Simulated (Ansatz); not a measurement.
**Energy of Nb (space group No. 191) less that of bcc Nb, by level of theory**

No measured value is used here.

| level (code) | value (meV/atom) |
|---|---|
| PBE (Ansatz) | 200 |
| PBEsol (Ansatz) | (withheld) |
| PBE-D3(BJ) (Ansatz) | 214 |

**Question.** What belongs in the gaps?

**Answer.** 
- PBEsol (Ansatz, a quantum-chemistry and plane-wave program), value (meV/atom): 209

Each level is taken at its own relaxed cell. Ansatz's density-functional and Hartree–Fock values are scalar-relativistic unless marked +SOC, with PAW data made under PBE.
